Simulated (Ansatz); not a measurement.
Input file for Ansatz (a first-principles code): R-B3LYP/def2-TZVPPD on H2O (SMILES O) with ghost functions. Files ending in .json are basis or fitting sets from the Basis Set Exchange.

Ansatz 0.2 input:
```yaml
crystal:
  periodic: [false, false, false]
  atoms:
    - {symbol: O, position_ang: [-1.42383544, -0.04440703, 0.00463348]}
    - {symbol: H, position_ang: [-1.74383244, 0.85842897, -0.01679752]}
    - {symbol: H, position_ang: [-0.46411844, 0.05377397, -0.00008952]}
basis:
  gaussian:
    orbitals: def2-TZVPPD.json
    ghost_atoms:
      - {symbol: O, position_ang: [1.34613256, 0.03957097, -0.00432952]}
      - {symbol: H, position_ang: [1.72275456, -0.39880903, 0.76179448]}
      - {symbol: H, position_ang: [1.71839756, -0.43664203, -0.74973152]}
hamiltonian:
  xc: {name: B3LYP}
scf: {lower_state_search: off}
```

It printed:

```
WARN ansatz: RAYON_NUM_THREADS=1 ignored (pool sized by the plan → 1); use --threads N
Functional definition: B3LYP
these checks for a lower state are left out or cut short: stability, starts, cluster_reference, orbital_swaps, neighbouring_geometries, increment
integrals: 0.03 GiB planned
588 factors; their error is unknown
mean field: 0.39 GiB planned
mean field evaluation 1: about -2076.1423 eV, gradient 5.5e1 eV
mean field evaluation 2: about -2064.0592 eV, gradient 9.7e1 eV
mean field evaluation 4: about -2080.8356 eV, gradient 4.2e-1 eV
mean field evaluation 8: about -2080.8384 eV, gradient 1.2e-3 eV
mean field -2080.83843503 eV, -76.4694020443 hartree, gradient 4.5e-6 eV, S^2 0.000000; 0 other end points of the search recorded, 0 dependent functions left out
reference -2080.83862178 eV, -76.4694089073 hartree; 5, 5 occupied and 143, 143 virtual orbitals, 588 factors
Total energy: -2080.83862178 eV, -76.4694089073 hartree
Checks for a lower state left out: stability, starts, cluster_reference, orbital_swaps, neighbouring_geometries, increment
```

The calculation finished and met its thresholds.

Cost: about 1.2 core-seconds (a rough figure).
